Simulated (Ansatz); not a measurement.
Compare A (`O=C1CCCN1`) with its isomer B (`CCOCC#N`).

Computed with Ansatz on PBE0-D4/def2-TZVP structures; ΔE is electronic, products minus reactants. CCSD(T)/CBS is the MP2 limit (def2-TZVPP, def2-QZVPP) plus CCSD(T) − MP2 in def2-TZVPP, frozen cores. Functionals use def2-TZVPP. B3LYP here is the variant with VWN-RPA as its local correlation; programs differ in this. One conformer a species, not always the lowest.

Question: Which isomer does CCSD(T)/CBS put lower? Give the gap. (Estimate.)

Answer: The calculation gave: A, by 33.3 kcal/mol.

Question: Give E(B) − E(A) in kcal/mol with MP2/def2-TZVPP, CCSD/def2-TZVPP, B2PLYP, r2SCAN-D4, ωB97M-V, B3LYP, PBE0-D4. (An estimate is asked.)

Answer: Computed: MP2/def2-TZVPP 33.1, CCSD/def2-TZVPP 31.6, B2PLYP 32.6, r2SCAN-D4 39.5, ωB97M-V 36.0, B3LYP 33.5, PBE0-D4 42.4. None reverses the order clearly.

Largest T1 diagnostic: 0.013.

The D4 term adds +1.2 kcal/mol with B3LYP and +0.5 kcal/mol with PBE0; it sums over pairs of atoms, weighted by their polarisabilities, and B3LYP, whose exchange is more repulsive, gets the larger term. In def2-TZVPP, CCSD(T) changes the Hartree–Fock value by +1.4 kcal/mol (the triples alone add +0.1 kcal/mol) and MP2 by +2.7 kcal/mol.
